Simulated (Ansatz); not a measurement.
I need vertical and adiabatic energies of changing the electron count of FH4Si2, SMILES F[SiH2][SiH2]. Use the Python package of Ansatz (0.2.0). Use (for the species named): B3LYP, def2-SVP basis, multiplicity 2.

```yaml
atoms:
  - { symbol: F, position_ang: [-1.8192, -0.6041, 0.4188] }
  - { symbol: Si, position_ang: [-0.7285, -0.0765, -0.6091] }
  - { symbol: Si, position_ang: [1.2387, 0.2289, 0.4688] }
  - { symbol: H, position_ang: [-0.5008, -1.0836, -1.6834] }
  - { symbol: H, position_ang: [-1.1582, 1.1927, -1.2592] }
  - { symbol: H, position_ang: [1.2058, 1.3017, 1.5277] }
  - { symbol: H, position_ang: [1.8235, -1.0270, 1.0907] }
```

The script, `run_adiabatic.py`:
```python
"""Vertical and adiabatic ionisation of FH4Si2."""

import ansatz as az
import numpy as np

mol = (
    az.Crystal.molecule()
    .atom("F", (-1.8192, -0.6041, 0.4188))
    .atom("Si", (-0.7285, -0.0765, -0.6091))
    .atom("Si", (1.2387, 0.2289, 0.4688))
    .atom("H", (-0.5008, -1.0836, -1.6834))
    .atom("H", (-1.1582, 1.1927, -1.2592))
    .atom("H", (1.2058, 1.3017, 1.5277))
    .atom("H", (1.8235, -1.027, 1.0907))
)

job = mol.calculation()
job = job.basis(gaussian="def2-SVP").functional("b3lyp")
job = job.spin("collinear", total=1)
symbols = [site.symbol for site in mol.cartesian_sites]
start = np.array([site.position_ang for site in mol.cartesian_sites], dtype=float)
data = job.relax(force_tolerance=0.01, max_steps=100).run(threads=1).report
end = np.array(data["positions_ang"])

minimum = az.Crystal.molecule()
for symbol, place in zip(symbols, end):
    minimum = minimum.atom(symbol, place.tolist())
ion = minimum.calculation().basis(gaussian="def2-SVP").functional("b3lyp").charge(1)
vertical = ion.run(threads=1).report
settled = ion.relax(force_tolerance=0.01, max_steps=80).run(threads=1).report
print(f"vertical ionisation energy   {vertical['free_energy_ev'] - data['free_energy_ev']:.3f} eV")
print(f"adiabatic, no zero point     {settled['free_energy_ev'] - data['free_energy_ev']:.3f} eV")
print(f"relaxation energy of the ion {vertical['free_energy_ev'] - settled['free_energy_ev']:.3f} eV")
ionised = np.array(settled["positions_ang"])
print("final positions (A) and the move of each atom")
for symbol, xyz, old in zip(symbols, ionised, end):
    print(f"{symbol:2s} {xyz[0]:10.5f} {xyz[1]:10.5f} {xyz[2]:10.5f}   {np.linalg.norm(xyz - old):7.4f}")
```

Output of `python run_adiabatic.py`:
```text
vertical ionisation energy   8.636 eV
adiabatic, no zero point     7.972 eV
relaxation energy of the ion 0.664 eV
final positions (A) and the move of each atom
F    -1.82384   -0.59328    0.41379    0.1399
Si   -0.82975   -0.09096   -0.76077    0.1652
Si    1.07775    0.14038    0.71814    0.2839
H    -0.52354   -1.14912   -1.74260    0.0645
H    -1.17918    1.24839   -1.27211    0.0644
H     1.35198    1.35789    1.52654    0.0923
H     1.98788   -0.98121    1.07131    0.0914
```

Notes:
- The energies are electronic: no zero-point or thermal terms, and the basis set is short of its limit. The product may relax into another structure. The relaxation finds the nearest minimum, so the adiabatic value is an upper bound.
- The species is open-shell (spin multiplicity 2).
- b3lyp holds the VWN-RPA fit, as in Gaussian; the form of ORCA and Turbomole is b3lyp5.
- Only the spin states typed were run; another state of an ion can lie lower, by up to an eV or two.
- Hardware and time: 39 s on 1 thread of Arm Neoverse V1, with other jobs on the host, peak memory 0.24 GiB.
